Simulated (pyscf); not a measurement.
**Routes from `[GaH2]` [doublet] + `[CH4]`**

Candidate steps break at most two bonds and form at most two. Each was searched with GFN2-xTB (tblite) first. PySCF, gas phase, ωB97X-D3(BJ)/def2-SVP geometries. MP2 and CC: frozen core, UHF for open shells. ΔMP2 is the change of the MP2 total energy from the triple- to the quadruple-zeta basis. Energies: CCSD(T)/def2-TZVPP + ΔMP2(QZVPP), kcal/mol, from the separated reactants, doublet surface.

| products | type | ΔE‡ | ΔE | ΔG‡ 298 K | ΔG‡ 900 K | ν‡ (cm⁻¹) |
|---|---|---|---|---|---|---|
| GaH₃ + CH₃• | hydrogen abstraction | 31.7 | +25.6 | 34.6 | 46.9 | 560i |
| H₃C–GaH₂ + H• | substitution at C | 49.9 | +30.3 | 54.7 | 70.1 | 1749i |

Plain bond fissions and candidates not yet searched are not listed, and one of them may be faster. Each barrier is that of the saddle found; lower ones may exist. The CCSD(T) − MP2 part came from Ansatz, without density fitting, on the same reference. The frozen core leaves the outer d or s,p core shells of the metals and heavy elements correlated in the MP2 and CC values, and def2-TZVPP describes them poorly, which can shift differences by a few kcal/mol. Elements up to Kr have no core potential and no relativistic terms here.
